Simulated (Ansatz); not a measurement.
[OH···H···O], triplet: transfer scan

Starting geometry:

```xyz
4

O    -1.2068   -0.0275    0.0000
H    -1.4562    0.8991    0.0000
H    -0.2473   -0.0275    0.0000
O     1.3142   -0.0275    0.0000
```

From there H3 is moved from one fragment to the other while all else, the fragments' distance too, stays fixed, so the hump isn't the reaction's barrier; atoms are numbered as listed. Energies are in kJ/mol, counted from the starting geometry at the same level.

Basis cc-pVTZ; Ansatz 0.2.0. Only valence electrons are correlated (noble-gas cores frozen). R marks a restricted (for open shells ROHF) determinant, U an unrestricted one. Active spaces: valence = (14e, 10o) chosen from the atoms' valence shells.

HF rows are the lowest solutions found. Coupled cluster chose its determinant by trial CCSD, here up to 0.30 eV above the lowest Hartree–Fock solution of its kind, and MP2 stands on that determinant too. Runs in a small pair space aren't shown, since their orbitals change along the scan.

Full CI isn't at hand for all of this; UCCSDT(Q) serves as the reference, and is uncertain by about the last step of the cluster series. The frozen core follows each run's orbitals, which can shift R against U totals by a few meV.

| distance O1-H3 (Å) | UCCSDT(Q) | error UHF | error UMP2 | error UCCSD | error RCCSD(T) | error RCCSDT(Q) | error NEVPT2 (valence space) |
| --- | --- | --- | --- | --- | --- | --- | --- |
| 0.960 | 0.0 | 0.0 | 0.0 | 0.0 | 0.0 | 0.0 | 0.0 |
| 1.041 | 17.9 | 10.8 | 1.2 | 2.4 | 0.8 | 0.2 | -0.3 |
| 1.204 | 81.5 | 50.0 | 23.0 | 10.0 | 2.0 | 0.1 | -2.9 |
| 1.368 | 91.4 | 43.5 | 29.0 | 8.1 | 2.4 | 0.1 | 13.3 |
| 1.531 | 63.3 | 0.3 | 12.9 | -0.1 | 0.5 | 0.0 | -8.8 |

Errors are those of relative energies. In total energy the starting point itself misses UCCSDT(Q) by: UHF 1163.5, UMP2 88.8, UCCSD 32.2, RCCSD(T) 2.7, RCCSDT(Q) 0.3, NEVPT2 (valence space) 165.5 kJ/mol.

Spread of the error over the points with a reference, to 1.531 Å (largest less smallest): RCCSDT(Q) 0.2, RCCSD(T) 2.4, UCCSD 10.1, NEVPT2 (valence space) 22.1, UMP2 29.0, UHF 50.0 kJ/mol.
